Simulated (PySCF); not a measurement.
Work out the structure from these simulated measurements.

Elements present: C, H, O and S. Monoisotopic mass: 110.0038 u.

| Property | Result |
| --- | --- |
| 13C NMR | chemical shifts (computed TMS as zero) by class: 51.3 (1 C), 11.0 (1 C) ppm [GIAO B97-2/pcSseg-2] |
| Dipole | 4.07 D [B97-2/pcSseg-2] |
| Rotational structure | rotational constants A, B, C: 4.644, 2.471, 2.459 GHz [PBE0-D3(BJ)/def2-TZVP] |
| NMR, other nuclei | isotropic shieldings of nuclei other than C and H, by class: 112 (2 O), 141 (1 O), 169 (1 S) ppm [GIAO B97-2/pcSseg-2] |
| 1H NMR | chemical shifts (computed TMS as zero) by class: 4.59 (1 H), 2.81 (2 H), 1.40 (3 H) ppm [GIAO B97-2/pcSseg-2] |

Electronic properties: PySCF, gas phase, density fitting. Levels stand in brackets. The structure is a single PBE0-D3(BJ)/def2-TZVP conformer in the gas phase; no vibrational or solvent corrections. NMR values are class means; diastereotopic atoms form classes of their own.

**Question.** Which formula fits the mass and the elements?

**Answer.** C2H6O3S (calculated 110.0038). No other formula that holds each of these elements comes within 0.0003 u with a fitting electron parity and a possible valence count.

**Question.** Give a SMILES that accounts for the data.

**Answer.** Numbering: `[CH3:1][CH2:2][S:3](=[O:4])(=[O:5])[OH:6]`. 2 carbons fall into 2 classes; from least to most shielded: sp3 carbon bound to sulfur [C2] (51.3 ppm), methyl carbon [C1] (11.0 ppm). Hydrogen classes from least to most shielded: 1 H on a hydroxyl oxygen, O6 (4.59 ppm), 2 H on an sp3 carbon bound to sulfur, C2 (2.81 ppm), 3 H on a methyl carbon, C1 (1.40 ppm). The other shieldings belong to: 112 ppm, sulfonyl oxygen [O4/O5]; 141 ppm, hydroxyl oxygen [O6]; 169 ppm, sulfonyl sulfur [S3]. The optimised geometry has point group C1 and is an asymmetric top. Structure: `CCS(=O)(=O)O`. Computed isomers that give other values at the same levels: `COS(=O)OC` (rotational constant A: 4.152 GHz; this holds for the one conformer computed); `COS(C)(=O)=O` (13C chemical shifts (computed TMS as zero) by class: 51.4 (1 C), 38.3 (1 C) ppm). The assignments are read from this structure; whether some other isomer fits the data as well wasn't checked.

Conformer computed: `[CH3:1][CH2:2][S:3](=[O:4])(=[O:5])[OH:6]`: C1–C2–S3–O4 -50°, H–O6–S3–C2 105°.
